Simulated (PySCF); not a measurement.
Simulated outer-valence photoelectron spectrum of `C(=O)CC=C=O`. Level of theory: EOM-IP-CCSD/aug-cc-pVDZ in PySCF, restricted Hartree–Fock reference, frozen core, non-relativistic, gas phase, PBE0-D3(BJ)/def2-SVP geometry.

Each root has a Gaussian of 0.3 eV full width with its one-hole share as area; cross sections and vibrations are left out, and the highest printed point is 100.

```
ionisation energy (eV)  intensity
                   8.8          3
                   9.0         39
                   9.2         44
                   9.4          4
                   9.6          0
                   9.8          0
                  10.0          4
                  10.2         44
                  10.4         38
                  10.6          3
                  10.8          0
                  11.0          0
                  11.2          0
                  11.4          0
                  11.6          0
                  11.8          0
                  12.0          0
                  12.2          0
                  12.4          0
                  12.6          0
                  12.8          0
                  13.0          0
                  13.2          3
                  13.4         56
                  13.6        100
                  13.8         19
                  14.0          0
                  14.2          0
                  14.4          0
                  14.6          0
                  14.8          4
                  15.0         60
                  15.2         98
                  15.4         64
                  15.6         32
                  15.8          6
                  16.0         42
                  16.2         38
                  16.4          3
```

**Question.** Where are the maxima, and how many lines lie under the curve?

**Answer.** 5 maxima, at 9.1, 10.3, 13.6, 15.2 and 16.1 eV, from 8 lines. At this width some lines have no maximum of their own.

**Question.** List the lines with their holes.

**Answer.** 
```csv
E (eV),leading hole (HF orbital),area,Koopmans (eV)
9.11,HOMO,0.96,9.67
10.29,HOMO-1,0.95,11.98
13.51,HOMO-2,0.94,14.28
13.59,HOMO-3,0.95,14.79
15.09,HOMO-4,0.94,16.69
15.19,HOMO-5,0.90,16.94
15.47,HOMO-6,0.94,17.30
16.09,HOMO-7,0.93,17.80
```

The widest gap, 3.22 eV, lies between 10.29 and 13.51 eV. Only orbitals with −ε under 21 eV, eight at most, were ionised, so the high end of the curve may lack lines.

The values belong to the conformer `[O:1]=[C:2]=[CH:3][CH2:4][CH:5]=[O:6]`: C2–C3–C4–C5 -167°, C3–C4–C5–O6 -3°.
